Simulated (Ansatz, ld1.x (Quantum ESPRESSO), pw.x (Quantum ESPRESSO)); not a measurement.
## Equation-of-state test of one TM potential (Rb)

| Item | Value |
| --- | --- |
| Element | rubidium (Rb) |
| Generator | ld1.x (Quantum ESPRESSO) 7.5 |
| Type | norm-conserving Troullier–Martins (Kleinman–Bylander form) |
| Functional | PBE |
| Relativity | scalar-relativistic |
| Frozen core | [Kr] |
| Valence charge | 1 |
| Reference configuration | 4d1 5s0 5p0 |
| Partial waves | 5s (bound, empty): rc 4.15 bohr; 5p (bound, empty): rc 4.15 bohr; 4d (bound): rc 4.20 bohr |
| Local potential | all-electron potential smoothed inside 3.65 bohr (lloc = -1) |
| Core correction | a·sin(br)/r model core, default radius (core density twice the valence density) |

Atomic tests: cutoffs needed: 6 Ry and 8 Ry (the cutoffs (Ry, on a coarse ladder) from which the occupation-weighted sum of valence levels, in a spherical-Bessel basis at the reference potential, stays within 10 and 1 mRy of its value at 400 Ry); ghost test: no extra level below or beside the all-electron valence levels (s, p, d, f tested) (spherical-Bessel basis up to 400 Ry, 20 bohr box); largest excitation error: +29 meV (all-electron minus pseudo) for 4d0 5s1 5p0, out of 4 test configurations.

Crystal test: bcc Rb in pw.x 7.5, no spin, 8³ k-points, Fermi–Dirac smearing 0.01 Ry, cutoffs 50/200 Ry. The reference is all-electron LAPW (Ansatz 0.2.0) with the same functional, mesh and smearing; V0 and B0 come from Birch–Murnaghan fits to the pressures at five volumes. Errors are pseudo minus all-electron; Δ is the rms difference of the E(V) curves that follow from these fits, minima aligned, over ±6 % about the mean V0. Mesh and smearing are coarse, so the numbers serve the comparison and aren't converged zero-temperature values; the lattice is a test structure that the element need not adopt.

All-electron: a0 = 5.681 Å (V0 = 91.67 Å³/atom), B0 = 2.7 GPa.

Problem. How far does the potential miss the all-electron equation of state?

Solution. mean pressure error (GPa): -0.25. The pressure does not cross zero within the volumes sampled, so no fit is given. This is a poor potential for the solid. The atomic tests give no hint of an error of this size, and its cause was not traced. The logarithmic derivative shows an extra or strongly shifted pseudo pole above the reference energy (s near 0.74 Ry, p near 1.76 Ry).

```json
{"V (Å³/atom)": "87.211", "P all-electron (GPa)": "0.15", "P pseudo (GPa)": "-0.13"}
{"V (Å³/atom)": "89.506", "P all-electron (GPa)": "0.07", "P pseudo (GPa)": "-0.20"}
{"V (Å³/atom)": "91.801", "P all-electron (GPa)": "-0.00", "P pseudo (GPa)": "-0.25"}
{"V (Å³/atom)": "94.096", "P all-electron (GPa)": "-0.07", "P pseudo (GPa)": "-0.30"}
{"V (Å³/atom)": "96.391", "P all-electron (GPa)": "-0.12", "P pseudo (GPa)": "-0.34"}
```

Problem. At the middle volume, how do free energy and pressure move when the wave cutoff is lowered (ecutrho kept at four times it)?

Solution.

| cutoff (Ry) | shift of F (meV/atom) | shift of P (GPa) |
| --- | --- | --- |
| 22 | +0.1 | -0.00 |
| 30 | +0.1 | -0.00 |
| 40 | +0.0 | +0.00 |

The run at the middle volume (29 k-points, 6 iterations) took about 9.4 s on one core of a shared host (Neoverse-V2, 192 threads, 1485 GiB, load 121).
